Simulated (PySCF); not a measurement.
Ionisation energy of Li by level of theory

Li [He] 2s1 (2S) → Li⁺ 1s2 (1S), as a difference of total energies. Computed with PySCF 2.14 in cc-pVDZ-DK, with the spin-free X2C one-electron Hamiltonian (Gaussian nucleus). The calculations carry no spin-orbit coupling.

```json
{"method": "UHF", "ionisation energy (eV)": "5.342"}
{"method": "MN15", "ionisation energy (eV)": "5.052"}
{"method": "TPSS", "ionisation energy (eV)": "5.498"}
```

Question: Which method comes closest to the reference value, and which is furthest?

Answer: The reference is 5.392 eV (measured; NIST Atomic Spectra Database, ionization energies). Closest: UHF (error -0.050 eV); furthest: MN15 (error -0.340 eV).
